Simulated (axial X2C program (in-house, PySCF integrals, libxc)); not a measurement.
**All-electron X2C curves of ClB⁺**

What are the state, bond length, wavenumber and bond energy of ClB⁺, and what does spin–orbit coupling change?

Computed with an in-house X2C program for linear molecules on PySCF integrals. Level: all-electron X2C, Cl dyall-av3z, B dyall-v3z.

All values are calculated.

### Step 1. The job

Input file task.json:

```json
{"zs": [17, 5], "q": 1, "bas": ["dyall-av3z", "dyall-v3z"], "levels": ["PBE0", "HF", "r2SCAN0"], "cc": true, "r0": 1.84, "thr": -2.0, "nmax": 90, "npts": 10, "nst": 2, "ntry": 6}
```

Keys: zs atomic numbers; q charge; bas basis sets; levels methods (HF also brings MP2); cc coupled cluster on or off; r0 starting distance in Å; thr threshold in hartree for freezing inner shells (an s shell follows its p shell); nmax most natural virtual spinors; npts points asked for on the curve; nst determinants followed; ntry starts of the search.

Started as:

```console
> python so2c.py task.json out
```

Spin-free means the one-electron spin-free X2C Hamiltonian; two-component (2c) means X2C with spin–orbit coupling and atomic mean-field two-electron Coulomb and Gaunt terms. Basis: Cl dyall-av3z contracted to [9s8p3d2f], B dyall-v3z contracted to [7s6p2d1f]; Gaussian nuclei, density fitting. Masses: Cl 34.969 u, B 11.009 u.

Notation: σ, π±, δ± give the projection m of an orbital's angular momentum (0, ±1, ±2), α and β its spin, Λ and M_S the sums; ω is the projection of a spinor's total angular momentum and Ω the sum. Logs are in hartree.

The runs that follow: PBE0, spin-free; HF, spin-free; r2SCAN0, spin-free; MP2 and beyond, spin-free; PBE0, 2c; HF, 2c; r2SCAN0, 2c; Correlated methods, 2c.

Before running it: what results should come out? Wanted: for each run, Hamiltonian; Re; ωe; De; μ.

As calculated:

Lowest determinant that the search found at its distance (another Ω component may lie lower), spin-free: M_S = 1/2, Λ = 0 (beyond closed shells: σα).

Lowest determinant that the search found at its distance (another Ω component may lie lower), 2c: Ω = 1/2 (excess of +ω over −ω: ω = 1/2).

| Hamiltonian | level | Re (Å) | ωe (cm⁻¹) | De (eV) | μ (D) |
| --- | --- | --- | --- | --- | --- |
| spin-free | PBE0 | 1.599 | 1147 | 4.23 | 2.72 |
| spin-free | HF | 1.596 | 1172 | 3.04 | 3.21 |
| spin-free | MP2 | 1.598 | 1170 | 3.96 | n/a |
| spin-free | CCSD | 1.600 | 1149 | 3.26 | n/a |
| spin-free | CCSD(T) | 1.605 | 1136 | 3.44 | n/a |
| spin-free | r2SCAN0 | 1.595 | 1161 | 4.29 | 2.80 |
| 2c | PBE0 | 1.599 | 1147 | 4.22 | 2.72 |
| 2c | HF | 1.596 | 1171 | 2.98 | 3.20 |
| 2c | MP2 | 1.599 | 1170 | 3.93 | n/a |
| 2c | CCSD | 1.600 | 1148 | 3.22 | n/a |
| 2c | CCSD(T) | 1.605 | 1135 | 3.41 | n/a |
| 2c | r2SCAN0 | 1.595 | 1161 | 4.29 | 2.80 |

Dipoles are positive if B is the positive end and refer to the centre of mass.

**Reading.** At CCSD(T), going from spin-free to two-component changes Re by 0 mÅ, ωe by -0.1 %; the spin-free picture holds up (part of it comes from the scalar share of the two-electron terms). De moves by -0.03 eV; both De rest on single-determinant atoms, which can miss part of an open shell's spin–orbit lowering.

De refers to Cl + B+, the ground-state fragments, which need not be this curve's own limit. The state is a single determinant with fixed occupations, the lowest that a limited PBE0 search found. De is counted from the lowest determinant-based energies of the atoms at the same level, without counterpoise correction. Density functionals use the spin component along the axis (collinear). CCSD and (T) use frozen natural virtuals with an MP2 correction for the truncation. The meta-GGAs lack a current-density term, which matters for open shells with orbital currents, atoms included.
